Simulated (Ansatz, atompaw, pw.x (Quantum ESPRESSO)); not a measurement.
**pw.x on sc H: one setting changed**

Potential: PAW, atompaw 4.2.0.5, PBEsol; core none, reference 1s1; waves: 1s (bound): rc 1.00 bohr; 1s channel at 0.5 Ry: rc 1.00 bohr; 2p channel at 0.3 Ry: rc 1.00 bohr; local part: troulliermartins scheme with l = 2 at 0 Ry, radius 0.92 bohr; core correction: none; augmentation: sinc compensation charge, radius 0.88 bohr; PAW radius 1.00 bohr; waves and projectors: custom polynom2 7 10 vanderbiltortho.

The reference run (k-mesh 18³, cutoffs 40/400 Ry, Fermi–Dirac 0.01 Ry, mixing_beta 0.4, conv_thr 1e-9, no spin) gives 1.67 GPa at 2.993 Å³/atom, where all-electron LAPW gives 1.30 GPa. This run, with its own iteration cap, changes smearing to gauss.

```
&control
  calculation='scf', prefix='x', pseudo_dir='./', outdir='./tmp', tstress=.true., disk_io='none'
/
&system
  ibrav=0, nat=1, ntyp=1, ecutwfc=40, ecutrho=400, nbnd=7,
  occupations='smearing', smearing='gauss', degauss=0.01
/
&electrons
  conv_thr=1e-09, mixing_beta=0.4, electron_maxstep=50
/
ATOMIC_SPECIES
H 1.0 H.UPF
CELL_PARAMETERS angstrom
  1.44112695 0.00000000 0.00000000
  0.00000000 1.44112695 0.00000000
  0.00000000 0.00000000 1.44112695
ATOMIC_POSITIONS crystal
H 0.0000 0.0000 0.0000
K_POINTS automatic
18 18 18 0 0 0
```

```bash
pw.x < H.scf.in > H.scf.out
```

Question: How does the run end?

Answer: It converges in 5 iterations; the free energy moves by +2.4 meV/atom and the pressure by -0.14 GPa. Gaussian smearing of the same width is narrower in effect than Fermi–Dirac, so its quadratic term in F is smaller.

```
Message from routine setup:
     using ibrav=0 with symmetry is DISCOURAGED, use correct ibrav instead
     lattice parameter (alat)  =       2.7233  a.u.
     unit-cell volume          =      20.1978 (a.u.)^3
     number of electrons       =         1.00
     number of Kohn-Sham states=            7
     kinetic-energy cutoff     =      40.0000  Ry
     charge density cutoff     =     400.0000  Ry
     scf convergence threshold =      1.0E-09
     Exchange-correlation= SLA PW PSX PSC
     number of k points=   220  Gaussian smearing, width (Ry)=  0.0100
     iteration #  1     ecut=    40.00 Ry     beta= 0.40
     total energy              =      -1.08062677 Ry
     estimated scf accuracy    <       0.00028778 Ry
     iteration #  2     ecut=    40.00 Ry     beta= 0.40
     total energy              =      -1.08064385 Ry
     estimated scf accuracy    <       0.00010312 Ry
     iteration #  3     ecut=    40.00 Ry     beta= 0.40
     total energy              =      -1.08064427 Ry
     estimated scf accuracy    <          6.3E-09 Ry
     iteration #  4     ecut=    40.00 Ry     beta= 0.40
     total energy              =      -1.08064431 Ry
     estimated scf accuracy    <          6.8E-09 Ry
     iteration #  5     ecut=    40.00 Ry     beta= 0.40
     the Fermi energy is     3.1345 ev
!    total energy              =      -1.08064433 Ry
     estimated scf accuracy    <          1.3E-11 Ry
     smearing contrib. (-TS)   =      -0.00005745 Ry
     convergence has been achieved in   5 iterations
          total   stress  (Ry/bohr**3)                   (kbar)     P=       15.29
     Message from routine punch:
     Nothing written, as per user request (disk_io='none')
```

The run took about 1.9 s on one core of a shared server CPU.
